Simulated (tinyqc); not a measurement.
Worked calculation: CCSD on RHF in the sto-3g basis, frozen core, for H2O, spin multiplicity 1. One step of it, computed by the program tinyqc.

Problem. Orthogonalisation. S = U s U^T; symmetric (Loewdin) form X = U s^(-1/2) U^T, so that X^T S X = 1.

overlap S:
```
           1O 1s     1O 2s    1O 2px     1O 2py    1O 2pz     2H 1s      3H 1s
1O 1s   1.000000  0.236704  0.000000   0.000000  0.000000  0.032973   0.032973
1O 2s   0.236704  1.000000  0.000000   0.000000  0.000000  0.349794   0.349794
1O 2px  0.000000  0.000000  1.000000   0.000000  0.000000  0.000000   0.000000
1O 2py  0.000000  0.000000  0.000000   1.000000  0.000000  0.237711  -0.237711
1O 2pz  0.000000  0.000000  0.000000   0.000000  1.000000  0.208132   0.208132
2H 1s   0.032973  0.349794  0.000000   0.237711  0.208132  1.000000   0.176719
3H 1s   0.032973  0.349794  0.000000  -0.237711  0.208132  0.176719   1.000000
```

Give: eigenvalues of S; X.

Solution.

eigenvalues of S: 0.4736  0.5640  0.8816  1.0000  1.1093  1.2592  1.7122

X:
```
          1O 1s    1O 2s  1O 2px   1O 2py   1O 2pz    2H 1s    3H 1s
1O 1s    1.0234  -0.1343  0.0000   0.0000  -0.0067   0.0174   0.0174
1O 2s   -0.1343   1.1289  0.0000   0.0000   0.0622  -0.1942  -0.1942
1O 2px   0.0000   0.0000  1.0000   0.0000   0.0000   0.0000   0.0000
1O 2py   0.0000   0.0000  0.0000   1.0554   0.0000  -0.1506   0.1506
1O 2pz  -0.0067   0.0622  0.0000   0.0000   1.0361  -0.1133  -0.1133
2H 1s    0.0174  -0.1942  0.0000  -0.1506  -0.1133   1.1053  -0.0620
3H 1s    0.0174  -0.1942  0.0000   0.1506  -0.1133  -0.0620   1.1053
```
